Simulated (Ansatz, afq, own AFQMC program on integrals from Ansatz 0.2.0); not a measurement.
Integrals from Ansatz 0.2.0, then the random walk in our own AFQMC program (afq).

```yaml
crystal:
  periodic: [false, false, false]
  atoms:
    - {symbol: Ge, position_ang: [0.000000, 0.000000, 0.431903]}
    - {symbol: N, position_ang: [0.000000, 0.000000, -1.883353]}
    - {symbol: H, position_ang: [0.000000, 0.830871, -2.477269]}
    - {symbol: H, position_ang: [0.000000, -0.830871, -2.477269]}
basis:
  gaussian: {orbitals: cc-pVDZ}
magnetization: {spin_polarized: true, initial_magnetization: 3}
correlation: {method: ccsd_t, electrons: outside_noble_gas, hamiltonian_folder: ham}
```

```sh
$ ansatz run in.yaml --threads 1 --pin off --events-out ev --progress --plain --max-ram 1382MiB
```

afq runs on the folder ham with

```
--method free --trial cisd --walkers 60 --time-step 0.03 --max-blocks 80 --target-error 0.0004 --factor-cut 1e-05 --seed 4198 --times 0,0.21,0.42,0.81,1.2,1.8,2.4,3 --taylor-order 8
```

Times are imaginary, in 1/Eh. The walk had a cap of 1161 s. Filled inner d shells are frozen with the cores.

Output of the walk:

```
orbitals 36  electrons 7 4  factors 272 of 553
reference energy -2130.87430864 Eh
CCSD correlation -0.22234897 Eh in 12 cycles, weight of the determinant in the CISD state 0.8961
repeat  energy at the last time / Eh  error
    10  -2131.102452  0.001213
    20  -2131.101867  0.000762
    30  -2131.102592  0.000709
    40  -2131.102489  0.000569
    50  -2131.102613  0.000483
    60  -2131.102768  0.000467
    70  -2131.102631  0.000426
    80  -2131.102540  0.000400
time / (1/Eh)  energy / Eh  error  mean overlap
  0.00  -2131.096613  0.000161  1.1159
  0.21  -2131.099498  0.000220  1.1150
  0.42  -2131.100626  0.000204  1.1199
  0.81  -2131.101572  0.000216  1.1204
  1.20  -2131.101977  0.000228  1.1103
  1.80  -2131.102105  0.000304  1.1202
  2.40  -2131.102725  0.000318  1.1052
  3.00  -2131.102540  0.000400  1.0908
energy -2131.102540 +/- 0.000400 Eh
```

The run passed its tests (error under three times the target), which doesn't prove that it has relaxed.

Against this walk (error 10.9 meV) on the same determinant: CCSD(T) 37.2 meV higher, CCSDT(Q) 6.6 meV higher (within the noise). The error is statistical, and a free projection of finite length keeps a remainder of its start.

Cautions: remainder of the start not in the error; no relativity below Rb; no spin-orbit coupling; inner d shell frozen; lower spins were not checked.

The walk took 9.2 min on 1 thread of Intel(R) Xeon(R) Platinum 8375C CPU @ 2.90GHz (Ice Lake), on a shared host. The log's last line is the free-projection energy.

CCSDT and higher add their correlation energy to the determinant of the CCSD(T) run, since their own runs factorise the integrals more tightly (a shift of under 2 meV). A walk keeps the symmetry of its determinant, which the program's search chose and which needn't be the lowest solution, so a lower state of the same spin and another symmetry isn't excluded.
